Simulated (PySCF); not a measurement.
Cartesian coordinates in Å; atom numbers follow the order of the lines, from 1:
```xyz
5

C    -0.6192    0.0337    0.1933
C     0.6776    0.0457    0.0659
S     2.2203    0.0615   -0.0926
H    -1.1323    0.8656    0.6612
H    -1.1994   -0.8095   -0.1622
```

- NMR shieldings at PBE0/pcSseg-2/GIAO
- PBE0-D3(BJ)/def2-TZVP geometry
- program: PySCF 2.14.0 with density-fitted response routines
- single conformer, relativity neglected, isolated molecule, one averaged value for each set of equivalent atoms

Predict the 2D correlation tables (HSQC, COSY, HMBC).

## Answers



HSQC (one-bond C–H):
```
          δH         δC
4.37 (H4/H5)  51.3 (C1)
```

HMBC (two and three bonds, from the bond graph):
```
          δH          δC
4.37 (H4/H5)  269.3 (C2)
```

No COSY cross peaks are expected.

Shifts are taken against calculated references (same method and geometry level): TMS for ¹H (σref 31.52), ¹³C (σref 186.03).

Shifts are as computed. Against solution values, carbons near 30 ppm lie about +3 ppm off and those near 130 ppm about +9 ppm. Of 1211 compounds with measured shifts, 218 miss one by over three times the rms of a fit or turn the order of signals round; such compounds aren't used in these exercises.
